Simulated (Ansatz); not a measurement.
Two shapes of singlet C₃H₈.

Shape 1:

```xyz
11

C     0.0000   -0.2568   -1.2710
C     0.0000    0.5795    0.0000
C     0.0000   -0.2568    1.2710
H     0.0000    0.3730   -2.1741
H     0.8875   -0.9088   -1.3208
H    -0.8875   -0.9088   -1.3208
H    -0.8792    1.2471    0.0000
H     0.8792    1.2471    0.0000
H     0.0000    0.3730    2.1741
H    -0.8875   -0.9088    1.3208
H     0.8875   -0.9088    1.3208
```

Shape 2:

```xyz
11

C     0.0000   -0.2774   -1.3727
C     0.0000    0.6258    0.0000
C     0.0000   -0.2774    1.3727
H     0.0000    0.4028   -2.3480
H     0.9586   -0.9815   -1.4265
H    -0.9586   -0.9815   -1.4265
H    -0.9495    1.3469    0.0000
H     0.9495    1.3469    0.0000
H     0.0000    0.4028    2.3480
H    -0.9586   -0.9815    1.4265
H     0.9586   -0.9815    1.4265
```

Basis set: def2-TZVP (spherical functions). Correlated methods keep 3 orbitals frozen. Charge 0, multiplicity 1.

Computed with Ansatz (development build ahead of 0.2.0); each method stands on the lowest determinant of its kind that the runs found.

Question: Which shape is lower in energy, and by how much in each method?

Answer:

```
 method  E(2) − E(1) (eV)
    RHF             1.702
RHF-MP2             1.482
```

Shape 1 is lower. Caution: no unrestricted run beside it, a lower state can exist.
